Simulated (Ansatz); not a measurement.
The input, for Ansatz 0.2.0:

```yaml
crystal:
  periodic: [false, false, false]
  atoms:
    - {symbol: Ga, position_ang: [0.000000, 0.028717, 0.000000]}
    - {symbol: H, position_ang: [0.000000, -2.043874, 0.000000]}
    - {symbol: H, position_ang: [0.000000, 0.028717, -1.532044]}
    - {symbol: H, position_ang: [0.000000, 0.028717, 1.532044]}
basis:
  gaussian: {orbitals: def2-SVPD}
total_charge: 1
magnetization: {spin_polarized: false, initial_magnetization: 1}
hamiltonian: {xc: hf, pseudopotentials: {relativity: none}}
output: {forces: true, orbitals: {seedname: orbitals}}
```

```sh
$ ansatz run in.yaml --threads 1 --pin off --events-out ev --progress --plain --max-ram 2393MiB
```

Output:

```
602 factors; integrals over basis functions are off by at most 1.5e-3 eV
mean field evaluation 1: about -52363.8998 eV, gradient 8.4e0 eV
mean field evaluation 2: about -52363.9005 eV, gradient 8.4e0 eV
mean field evaluation 4: about -52364.7819 eV, gradient 5.1e-1 eV
mean field evaluation 8: about -52364.7842 eV, gradient 1.2e-4 eV
mean field -52364.78422796 eV, -1924.3703262519 hartree, gradient 2.5e-5 eV, S^2 0.750000; 0 other end points of the search recorded, 0 dependent functions left out
the calculation of the forces begins
reference -52364.78422796 eV, -1924.3703262519 hartree; 17, 16 occupied and 45, 46 virtual orbitals, 602 factors
Total energy: -52364.78422796 eV, -1924.3703262519 hartree
Atom 0 at     0.000000     0.028717     0.000000 Å, force     0.000000     0.043153    -0.000000 eV/Å
Atom 1 at     0.000000    -2.043874     0.000000 Å, force    -0.000000    -0.507256     0.000000 eV/Å
Atom 2 at     0.000000     0.028717    -1.532044 Å, force    -0.000000     0.232051     0.042624 eV/Å
Atom 3 at     0.000000     0.028717     1.532044 Å, force    -0.000000     0.232051    -0.042624 eV/Å
Dipole moment:    -0.000000    -0.147944     0.000000 e Å
```

Forces (eV/Å):
```
Ga   0.000  0.043  0.000
H    0.000 -0.507  0.000
H    0.000  0.232  0.043
H    0.000  0.232 -0.043
```

Ran on 1 thread of Intel Xeon, shared host: 2.6 s wall, 0.19 GiB peak host memory.
